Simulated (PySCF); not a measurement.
A side-by-side comparison of computed properties.

First species: C₅H₅F₂NO₂.
InChI=1S/C5H5F2NO2/c1-9-3-4(2-8)10-5(6)7/h3,5H,1H3/b4-3+

Second species: C6H4O2.
Cartesian coordinates in Å at the GFN2-xTB level; atoms count from 1:
```xyz
12
C6H4O2 angstrom
O     -0.7725   -2.5536    0.0488
C     -0.4212   -1.3915    0.0263
C      1.0026   -1.0006    0.0102
C      1.3893    0.2765   -0.0163
C      0.4213    1.3914   -0.0318
O      0.7728    2.5534   -0.0563
C     -1.0024    1.0005   -0.0145
C     -1.3893   -0.2765    0.0128
H      1.7141   -1.8149    0.0212
H      2.4329    0.5594   -0.0279
H     -1.7135    1.8150   -0.0251
H     -2.4328   -0.5598    0.0265
```

Levels: PBE0/def2-SVPD for dipole moment, HOMO energy, LUMO energy, HOMO–LUMO gap, static isotropic polarisability and electronic spatial extent ⟨r²⟩ about the centre of nuclear charge; TDDFT PBE0/def2-SVPD for lowest singlet excitation; TDA PBE0/def2-SVPD for lowest triplet excitation (Tamm–Dancoff); GFN2-xTB for rotational constant A and rotational constant C. Geometries: GFN2-xTB. Each species is one conformer at its optimised geometry, gas phase, non-relativistic unless stated. Electronic properties by PySCF.

Dipoles, sizes and rotational constants follow the conformer. The torsions of the flexible species, by atom-mapped SMILES:
- `[CH3:1][O:2]/[CH:3]=[C:4](\[C:5]#[N:6])[O:7][CH:8]([F:9])[F:10]`: C1–O2–C3–C4 -178°, C3–C4–O7–C8 138°, C4–O7–C8–F9 164°

| property | column X | column Y |
| --- | --- | --- |
| dipole moment | 5.12 D | 0.00 D |
| HOMO energy | -7.37 eV | -8.05 eV |
| LUMO energy | -1.55 eV | -3.82 eV |
| HOMO–LUMO gap | 5.82 eV | 4.23 eV |
| lowest singlet excitation | 5.39 eV | 2.51 eV |
| lowest triplet excitation (Tamm–Dancoff) | 3.22 eV | 2.03 eV |
| static isotropic polarisability | 79.5 au | 75.3 au |
| electronic spatial extent ⟨r²⟩ about the centre of nuclear charge | 1816 bohr² | 867 bohr² |
| rotational constant A | 2.276 GHz | 5.385 GHz |
| rotational constant C | 0.595 GHz | 1.264 GHz |

(1) Which column belongs to which species?

(2) How does each property change from the first species to the second?

Results:

(1) Column X is the first species and column Y the second. The first has 15 atoms and 76 electrons, the second 12 and 56.

(2) dipole moment -5.12 D; HOMO energy -0.68 eV; LUMO energy -2.27 eV; HOMO–LUMO gap -1.59 eV; lowest singlet excitation -2.88 eV; lowest triplet excitation (Tamm–Dancoff) -1.19 eV; static isotropic polarisability -4.2 au; electronic spatial extent ⟨r²⟩ about the centre of nuclear charge -949 bohr²; rotational constant A +3.109 GHz; rotational constant C +0.669 GHz.

On the first: The polarisability is 11.78 Å³ as a volume (1 au = 0.148185 Å³), or 1.05 au for each of the 76 electrons. S1 lies 0.43 eV below the HOMO–LUMO gap; its leading configuration is HOMO→LUMO, weight 0.71.

On the second: S1 lies 1.72 eV below the HOMO–LUMO gap; its leading configuration is HOMO→LUMO, weight 0.98. Point group D2h forbids a permanent dipole, so the rigid molecule has no electric-dipole pure rotational spectrum.
